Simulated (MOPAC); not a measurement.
MOPAC input (AM1):

```
AM1 FORCE THERMO(298,298) PRECISE LET CHARGE=1 GEO-OK AUX(PRECISION=9) THREADS=1
C2H3O

C    -0.00663832 1   -0.08605003 1   -1.28920258 1
C    -0.02784746 1    0.00201646 1   -0.00632417 1
H     0.08124708 1    0.80903997 1   -1.94913397 1
H    -0.08101475 1   -1.06255647 1   -1.82339654 1
O     0.12185950 1    0.07308910 1    1.24526290 1
H    -0.75267538 1    0.18112870 1    1.72448952 1
```

### Question
Which zero-point energy does it print?

### Answer
26.78 kcal/mol, from the harmonic wavenumbers of AM1.
